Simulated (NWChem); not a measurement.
All runs are NWChem calculations. System: F (-1), charge -1, spin multiplicity 1. Level: CR-CCSD(T)/aug-cc-pVTZ, 1 core orbitals frozen.

NWChem printed:

```
             Northwest Computational Chemistry Package (NWChem) 7.3.0
             --------------------------------------------------------

                                NWChem Input Module
                                -------------------

 Scaling coordinates for geometry "geometry" by  1.889725989
 (inverse scale =  0.529177249)

                             Geometry "geometry" -> ""
                             -------------------------

 Output coordinates in angstroms (scale by  1.889725989 to convert to a.u.)

  No.       Tag          Charge          X              Y              Z
 ---- ---------------- ---------- -------------- -------------- --------------
    1 F                    9.0000     0.00000000     0.00000000     0.00000000

 Effective nuclear repulsion energy (a.u.)       0.0000000000

            Nuclear Dipole moment (a.u.)
            ----------------------------
        X                 Y               Z
 ---------------- ---------------- ----------------
     0.0000000000     0.0000000000     0.0000000000

      Symmetry information
      --------------------

 Group name             D2h
 Group number             26
 Group order               8
 No. of unique centers     1

      Symmetry unique atoms

     1


 Summary of "ao basis" -> "" (spherical)
 ------------------------------------------------------------------------------
       Tag                 Description            Shells   Functions and Types
 ---------------- ------------------------------  ------  ---------------------
 *                        aug-cc-pvtz                 on all atoms

 Summary of "ao basis" -> "ao basis" (spherical)
 ------------------------------------------------------------------------------
       Tag                 Description            Shells   Functions and Types
 ---------------- ------------------------------  ------  ---------------------
 F                        aug-cc-pvtz               14       46   5s4p3d2f

                                 NWChem SCF Module
                                 -----------------

  ao basis        = "ao basis"
  functions       =    46
  atoms           =     1
  closed shells   =     5
  open shells     =     0
  charge          =  -1.00
  wavefunction    = RHF
  use symmetry    = T
  symmetry adapt  = T

 Summary of "ao basis" -> "ao basis" (spherical)
 ------------------------------------------------------------------------------
       Tag                 Description            Shells   Functions and Types
 ---------------- ------------------------------  ------  ---------------------
 F                        aug-cc-pvtz               14       46   5s4p3d2f

      Symmetry analysis of basis
      --------------------------

        ag         11
        au          2
        b1g         3
        b1u         8
        b2g         3
        b2u         8
        b3g         3
        b3u         8

 Forming initial guess at       0.0s

      Superposition of Atomic Density Guess
      -------------------------------------

 Sum of atomic energies:         -99.41279054

 Renormalizing density from       9.00 to     10

      Non-variational initial energy
      ------------------------------

 Total energy =    -105.099546
 1-e energy   =    -154.710543
 2-e energy   =      49.610997
 HOMO         =       0.167749
 LUMO         =       0.478105

      Symmetry analysis of molecular orbitals - initial
      -------------------------------------------------

 !! scf_movecs_sym_adapt:   41 vectors were symmetry contaminated

  Symmetry fudging

 !! scf_movecs_sym_adapt:   41 vectors were symmetry contaminated

  Numbering of irreducible representations:

     1 ag          2 au          3 b1g         4 b1u         5 b2g
     6 b2u         7 b3g         8 b3u

  Orbital symmetries:

     1 ag          2 ag          3 b2u         4 b3u         5 b1u
     6 b3u         7 b2u         8 b1u         9 ag         10 ag
    11 b2g        12 ag         13 b1g        14 b3g        15 b1u

 Starting SCF solution at       0.1s

 ----------------------------------------------
         Quadratically convergent ROHF

 Convergence threshold     :          1.000E-07
 Maximum no. of iterations :          100
[...]
 Vector    3  Occ=2.000000D+00  E=-1.809469D-01  Symmetry=b1u
              MO Center=  1.3D-33, -3.0D-33, -7.3D-18, r^2= 6.2D-01
   Bfn.  Coefficient  Atom+Function         Bfn.  Coefficient  Atom+Function
  ----- ------------  ---------------      ----- ------------  ---------------
    11      0.442678  1 F  pz                 8      0.361745  1 F  pz
    14      0.362853  1 F  pz

 Vector    4  Occ=2.000000D+00  E=-1.809469D-01  Symmetry=b2u
              MO Center=  3.2D-50, -1.9D-24, -2.3D-50, r^2= 6.2D-01
   Bfn.  Coefficient  Atom+Function         Bfn.  Coefficient  Atom+Function
  ----- ------------  ---------------      ----- ------------  ---------------
    10      0.442678  1 F  py                 7      0.361745  1 F  py
    13      0.362853  1 F  py

 Vector    5  Occ=2.000000D+00  E=-1.809469D-01  Symmetry=b3u
              MO Center= -3.9D-25,  6.9D-49,  9.5D-49, r^2= 6.2D-01
   Bfn.  Coefficient  Atom+Function         Bfn.  Coefficient  Atom+Function
  ----- ------------  ---------------      ----- ------------  ---------------
     9      0.442678  1 F  px                 6      0.361745  1 F  px
    12      0.362853  1 F  px

 Vector    6  Occ=0.000000D+00  E= 4.425320D-01  Symmetry=b1u
              MO Center=  3.1D-34, -5.5D-33,  1.4D-17, r^2= 5.7D+00
   Bfn.  Coefficient  Atom+Function         Bfn.  Coefficient  Atom+Function
  ----- ------------  ---------------      ----- ------------  ---------------
    17      1.196919  1 F  pz                14     -0.492933  1 F  pz

 Vector    7  Occ=0.000000D+00  E= 4.425320D-01  Symmetry=b3u
              MO Center= -5.9D-19,  2.7D-33,  7.8D-34, r^2= 5.7D+00
   Bfn.  Coefficient  Atom+Function         Bfn.  Coefficient  Atom+Function
  ----- ------------  ---------------      ----- ------------  ---------------
    15      1.196919  1 F  px                12     -0.492933  1 F  px

 Vector    8  Occ=0.000000D+00  E= 4.425320D-01  Symmetry=b2u
              MO Center= -1.1D-55, -2.0D-25, -1.4D-54, r^2= 5.7D+00
   Bfn.  Coefficient  Atom+Function         Bfn.  Coefficient  Atom+Function
  ----- ------------  ---------------      ----- ------------  ---------------
    16      1.196919  1 F  py                13     -0.492933  1 F  py

 center of mass
 --------------
 x =   0.00000000 y =   0.00000000 z =   0.00000000

 moments of inertia (a.u.)
 ------------------
           0.000000000000           0.000000000000           0.000000000000
           0.000000000000           0.000000000000           0.000000000000
           0.000000000000           0.000000000000           0.000000000000

  Mulliken analysis of the total density
  --------------------------------------

    Atom       Charge   Shell Charges
 -----------   ------   -------------------------------------------------------
    1 F    9    10.00   1.95  1.05  0.26  0.69  0.04  1.52  2.43  1.72  0.32  0.00  0.00  0.00 -0.00  0.00

       Multipole analysis of the density wrt the origin
       ------------------------------------------------

     L   x y z        total         open         nuclear
     -   - - -        -----         ----         -------
     0   0 0 0     -1.000000      0.000000      9.000000

     1   1 0 0      0.000000      0.000000      0.000000
     1   0 1 0     -0.000000      0.000000      0.000000
     1   0 0 1      0.000000      0.000000      0.000000

     2   2 0 0     -5.329088      0.000000      0.000000
     2   1 1 0     -0.000000      0.000000      0.000000
     2   1 0 1      0.000000      0.000000      0.000000
     2   0 2 0     -5.329088      0.000000      0.000000
     2   0 1 1      0.000000      0.000000      0.000000
     2   0 0 2     -5.329088      0.000000      0.000000

                   NWChem Extensible Many-Electron Theory Module
                   ---------------------------------------------


            General Information
            -------------------
      Number of processors :     1
         Wavefunction type : Restricted Hartree-Fock
          No. of electrons :    10
           Alpha electrons :     5
            Beta electrons :     5
           No. of orbitals :    92
            Alpha orbitals :    46
             Beta orbitals :    46
        Alpha frozen cores :     1
         Beta frozen cores :     1
     Alpha frozen virtuals :     0
      Beta frozen virtuals :     0
         Spin multiplicity : singlet
    Number of AO functions :    46
       Number of AO shells :    14
        Use of symmetry is : on
      Symmetry adaption is : on
         Schwarz screening : 0.10D-09

          Correlation Information
          -----------------------
          Calculation type : Coupled-cluster singles & doubles w/ perturbation
   Perturbative correction : Completely renormalized (T)
            Max iterations :      100
        Residual threshold : 0.10D-05
     T(0) DIIS level shift : 0.00D+00
     L(0) DIIS level shift : 0.00D+00
     T(1) DIIS level shift : 0.00D+00
     L(1) DIIS level shift : 0.00D+00
     T(R) DIIS level shift : 0.00D+00
     T(I) DIIS level shift : 0.00D+00
   CC-T/L Amplitude update :  5-th order DIIS
                I/O scheme : Global Array Library
        L-threshold :  0.10D-05
        EOM-threshold :  0.10D-05
 no EOMCCSD initial starts read in
 TCE RESTART OPTIONS
 SLICE:      F
 D4D5:       F
 quantumc:   F
 qrotation:  F
 pwtce:      F
 qducc:      F
 nacto:                         0
 nrotv:                         0
 nrot:                          0

            Memory Information
            ------------------
          Available GA space size is     249034684 doubles
          Available MA space size is     104855588 doubles

 Maximum block size supplied by input
 Maximum block size        24 doubles

 tile_dim =      9

 -------------------------------------------------

 Global array virtual files algorithm will be used

 Parallel file system coherency ......... OK

 4-electron integrals stored in orbital form

 v2    file size   =           116131
 4-index algorithm nr.  13 is used
 imaxsize =       30
 imaxsize ichop =        0


CCSD iterations
 ---------------------------------------------------------
 Iter          Residuum       Correlation     Cpu    Wall
 ---------------------------------------------------------
    1   0.1483437278725  -0.2945591917510     0.2     0.2
    2   0.0317383334871  -0.2831619252408     0.2     0.2
    3   0.0108501093327  -0.2888289936340     0.2     0.2
    4   0.0062051729584  -0.2878349507138     0.2     0.2
    5   0.0029986805395  -0.2886480128107     0.2     0.2
    6   0.0004702967303  -0.2884965817227     0.2     0.2
    7   0.0001575453742  -0.2884860188639     0.2     0.2
    8   0.0000500623981  -0.2884934441076     0.2     0.2
    9   0.0000387123194  -0.2884912486599     0.2     0.2
   10   0.0000108804263  -0.2884942296222     0.2     0.2
   11   0.0000032888349  -0.2884942224143     0.2     0.2
   12   0.0000021225003  -0.2884939851932     0.2     0.2
   13   0.0000005091461  -0.2884941723979     0.2     0.2
 -----------------------------------------------------------------
 Iterations converged
 CCSD correlation energy / hartree =        -0.288494172397899
 CCSD total energy / hartree       =       -99.739301194677907

 Singles contributions

 Doubles contributions
 CR-CCSD(T)

 CR-CCSD[T]  correction energy / hartree =        -0.009998805672138
 CR-CCSD[T] correlation energy / hartree =        -0.298492978070037
 CR-CCSD[T] total energy / hartree       =       -99.749300000350047
 CR-CCSD(T)  correction energy / hartree =        -0.008814570797576
 CR-CCSD(T) correlation energy / hartree =        -0.297308743195475
 CR-CCSD(T) total energy / hartree       =       -99.748115765475490

 Task  times  cpu:        4.3s     wall:        4.3s

 Total times  cpu:        4.3s     wall:        4.3s
```

Task: Write an NWChem input that would produce this output.

Result: Several could match; the one computed here: 
```
start mol
memory heap 100 mb stack 700 mb global 1900 mb
charge -1
geometry units angstroms nocenter noautoz
  F      0.000000     0.000000     0.000000
  symmetry group D2h
end
basis spherical
  * library aug-cc-pvtz
end
scf
  rhf
  nopen 0
  maxiter 100
  thresh 1e-7
  semidirect memsize 60000000 filesize 0
end
tce
  freeze core 1
  cr-ccsd(t)
  2eorb
  2emet 13
  thresh 1e-6
  maxiter 100
  tilesize 24
end
task tce energy
```
